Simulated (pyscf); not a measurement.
H₃Ge–SnH₃ + HF → F–SnH₂–GeH₃ + H₂, a concerted two-bond exchange (singlet surface; H–Sn, F–H broken, F–Sn, H–H formed). Structures and frequencies: ωB97X-D3(BJ)/def2-SVP in PySCF. Energies in kJ/mol from the separated reactants.

Small-basis levels: PySCF, no dispersion term, spherical d functions. AM1 to PM7: differences of heats of formation from MOPAC. Cost: rough CPU time at the saddle relative to B3LYP/6-31G*+LANL2DZ, from one job on a shared machine.

```tsv
level	barrier	reaction energy	cost
MP2/6-31G*+LANL2DZ	?	-105.6	0.2
PBE/6-31G*+LANL2DZ	61.3	-82.8	1
B3LYP/LANL2DZ	85.2	-85.2	0.9
B3LYP/6-31G*+LANL2DZ	85.9	-89.0	1
B3LYP/6-311+G**+LANL2DZ	109.8	-45.7	2
B3LYP/def2-SVP	89.3	-42.6	3
AM1	250.0	-5.0	under 0.02
PM3	357.5	-16.9	under 0.02
PM6	?	-161.8	under 0.02
ωB97M-D3(BJ)/def2-TZVP	?	-36.2	–
```

Task: Complete the blanks.

Result: 
- MP2/6-31G*+LANL2DZ, barrier: 106.8
- PM6, barrier: 79.3
- ωB97M-D3(BJ)/def2-TZVP, barrier: 110.4

Against the last row the barrier runs from -49.0 (PBE/6-31G*+LANL2DZ) to +247.1 kJ/mol (PM3). ωB97M-D3(BJ)/def2-TZVP has limits of its own. At the saddle there is also a short H–Sn contact that neither side keeps. This is the saddle that the search found; another between the same sides may lie lower. In the def2 sets elements up to Kr have no core potential. Elements past Kr carry the def2 core potentials, without spin-orbit coupling.
